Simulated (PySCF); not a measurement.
Thioformamide, CH3NS.
SMILES: `NC=S`

Torsions of this conformer, `[NH2:1][CH:2]=[S:3]`: H–N1–C2–S3 180°, H–N1–C2–S3 0°.

The closed-shell ground state was solved at several levels (PySCF, density fitting, gas phase, non-relativistic). One conformer (not necessarily the lowest) at the PBE0-D3(BJ)/def2-TZVP geometry, without solvent, vibrations or thermal averaging.

| level | basis functions | total energy (Eh) | HOMO (eV) | LUMO (eV) | gap (eV) | dipole (D) |
| --- | --- | --- | --- | --- | --- | --- |
| CAM-B3LYP/aug-cc-pVTZ | 211 | -492.8691 | -7.64 | -0.11 | 7.53 | 4.42 |
| PBE0/pcSseg-2 | 157 | -492.6602 | -6.29 | -1.06 | 5.23 | 4.49 |
| PBE0/aug-cc-pVTZ | 211 | -492.6563 | -6.31 | -1.12 | 5.19 | 4.41 |

(1) Estimate the row for wB97X-D/aug-cc-pVTZ, a basis of 211 functions; the other rows only guide the guess.

(2) Over all these levels, which gives the widest orbital gap and which the narrowest?

(3) How far do the dipole and the HOMO energy spread over the levels?

## Answers

(1) Total energy -492.8694 Eh, HOMO -8.15 eV, LUMO 0.54 eV, gap 8.69 eV, dipole 4.50 D.

(2) wB97X-D/aug-cc-pVTZ (range-separated hybrid) has the widest, 8.69 eV, and PBE0/aug-cc-pVTZ (global hybrid, 25 % exact exchange) the narrowest, 5.19 eV. The two share the basis. From the narrowest to the widest the HOMO moves by -1.84 eV and the LUMO by +1.66 eV.

(3) The dipole runs from 4.41 to 4.50 D (mean 4.46 D) and the HOMO from -8.15 to -6.29 eV.

The pairwise dispersion term of wB97X-D wasn't added to the energies; at a given geometry it leaves orbitals and properties as they are.
